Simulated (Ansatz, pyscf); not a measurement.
`[CH3][C][Cl]` [singlet] → `[CH2]=[CH][Cl]`, a hydrogen shift on the singlet surface: C–H broken, C–H formed. Optimised with ωB97X-D3(BJ)/def2-SVP in PySCF. Wave-function energies: Ansatz (a first-principles code), frozen core, RHF or UHF references. In kJ/mol, from the reactant's lowest minimum found.

Cost: rough CPU time of the saddle's run relative to CCSD(T)/cc-pV(D+d)Z, from one job on a shared machine, with the HF step and its search for lower states.

```tsv
level	barrier	reaction energy	cost
ωB97M-D3(BJ)/def2-TZVP	54.70	-234.21	–
PBE0-D3(BJ)/def2-TZVP	49.55	-241.36	–
CCSD(T)/cc-pV(D+d)Z	63.62	-235.48	1
CCSDT(Q)/cc-pV(D+d)Z	___	___	91
CCSD(T)/cc-pV(T+d)Z	58.95	-240.39	7
CCSD(T)/cc-pV(Q+d)Z	___	-241.03	–
```

Complete the blanks.


- CCSDT(Q)/cc-pV(D+d)Z, barrier: 64.25
- CCSDT(Q)/cc-pV(D+d)Z, reaction energy: -234.41
- CCSD(T)/cc-pV(Q+d)Z, barrier: 57.28

In cc-pV(D+d)Z, going from CCSD(T) to CCSDT(Q) shifts the barrier by +0.62 and the reaction energy by +1.07 kJ/mol. With HF in the quadruple-zeta basis and the correlation energy extrapolated as X⁻³ from X = 3, 4, CCSD(T) gives 56.35 and -241.66; adding the double-zeta shift gives ΔE‡ = 56.97 and ΔE = -240.59 kJ/mol, without core correlation, relativity or geometry relaxation at these levels. One saddle was located; it need not be the lowest between these sides. A restricted singlet here is unstable towards spin polarisation, as is usual where a triplet lies low; its energy is less safe.
